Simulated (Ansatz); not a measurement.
Species: Si2 (charge 0, triplet). 
Coordinates optimised at B3LYP-D3(BJ)/def2-TZVP (Ansatz, a program for electronic structure):
```xyz
2

Si     0.0000     0.0000    -1.1339
Si     0.0000     0.0000     1.1339
```
Charge 0, spin multiplicity 3.

Wanted: vertical electron affinity (to the doublet state of charge -1; a negative value means that the extra electron is unbound and the number depends on the basis; each state is the SCF solution reached for its spin; the UHF <S^2> is 1.29 for the doublet (pure: 0.75); for the doublet T1 is 0.091), in eV. Cores are frozen in the correlated levels unless marked. Open shells are spin-unrestricted. No spin-orbit coupling. No relativistic terms. Anions need diffuse functions: aug- sets have them; def2-D sets add few. CBS(X,Y): correlation extrapolated as X^-3; Hartree-Fock from the larger set.

```tsv
level	program	vertical electron affinity (eV)
PBE0/def2-TZVPD	Ansatz	1.86
```

Q: What does CCSD(T)/CBS(def2-TZVPPD,def2-QZVPPD) (Ansatz) give?

A: 2.07 eV
